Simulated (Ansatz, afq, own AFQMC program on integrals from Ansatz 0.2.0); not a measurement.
Integrals from Ansatz 0.2.0, then the random walk in our own AFQMC program (afq).

```yaml
crystal:
  periodic: [false, false, false]
  atoms:
    - {symbol: Si, position_ang: [0.000000, -0.058580, 1.033138]}
    - {symbol: Al, position_ang: [0.000000, 0.006344, -1.103876]}
    - {symbol: H, position_ang: [0.000000, 1.462443, 0.762027]}
basis:
  gaussian: {orbitals: 6-31G}
magnetization: {spin_polarized: false}
correlation: {method: ccsd_t, electrons: outside_noble_gas, hamiltonian_folder: ham}
```

```sh
$ ansatz run in.yaml --threads 1 --pin off --events-out ev --progress --plain --max-ram 24576MiB --backend cuda --devices 0, --max-vram 18GiB
```

Options of the walk:

```
--method phaseless --trial hf --walkers 4000 --populations 20 --least-time 40 --time-step 0.005 --steps-per-block 20 --equilibration-blocks 112 --max-blocks 4000 --target-error 0.0008500 --factor-cut 1e-05 --seed 4451 --taylor-order 6
```

Times are imaginary, in 1/Eh. The walk had a cap of 49 s. With eight or more populations the least sampling time is a fifth of least-time, and the error comes from their spread.

afq prints:

```
orbitals 18  electrons 4 4  factors 114 of 310
reference energy -531.21738671 Eh
CCSD correlation -0.12520452 Eh in 14 cycles, weight of the determinant in the CISD state 0.8191
energy of the start -531.217387 Eh
 block  time / (1/Eh)  mean weight  energy / Eh
     1     0.100  1.0002  -531.228746
     2     0.200  1.0005  -531.239063
     3     0.300  1.0004  -531.247821
     4     0.400  1.0003  -531.255898
     5     0.500  1.0004  -531.263048
    10     1.000  1.0004  -531.289109
    33     3.300  1.0000  -531.333359
    49     4.900  1.0001  -531.339612
    89     8.900  0.9998  -531.341064
   129    12.900  1.0000  -531.347131
   169    16.900  1.0000  -531.345424
   209    20.900  1.0000  -531.345359
   249    24.900  1.0000  -531.338562
   289    28.900  1.0001  -531.345732
   329    32.900  1.0002  -531.351087
error from the spread of 20 populations
energy -531.343661 +/- 0.000797 Eh
(rows thinned)
```

The run passed its tests (sampling time, drift between the halves within three errors, error under three times the target), which doesn't prove that it has relaxed.

Against this walk (error 21.7 meV) on the same determinant: CCSD(T) 119.7 meV lower, CCSDT(Q) 164.8 meV lower, CCSDTQ 164.5 meV lower, full CI 166.4 meV lower, a separate phaseless walk with a CISD trial and standard settings 120.9 ± 22.2 meV lower. The error is statistical and leaves out the bias of the constraint. Full CI is exact here, so the walk's 166 meV above it is the walk's own error: the bias of the constraint with this trial.

Cautions: constraint bias not in the error; another spin lies lower; restricted determinant unstable towards unrestricted (UHF 1.05 eV lower, ⟨S²⟩ 1.19); the search met a lower determinant of the same kind, perhaps of another symmetry (5 meV lower), and this one is a saddle point; strong correlation (T1 0.038, weight of the determinant 0.82, largest double 0.17); CCSDTQ on the UHF determinant differs (211 meV lower), perhaps since the unrestricted series falls towards higher spin.

The walk took 34 s on 1 × NVIDIA H100 80GB HBM3 with 2 threads of AMD EPYC 7R13 Processor (Zen 3), with other jobs on the host (the card was shared). The log's last line is the phaseless energy.

CCSDT and higher add their correlation energy to the determinant of the CCSD(T) run, since their own runs factorise the integrals more tightly (a shift of under 2 meV). A walk keeps the symmetry of its determinant, which the program's search chose and which needn't be the lowest solution, so a lower state of the same spin and another symmetry isn't excluded.
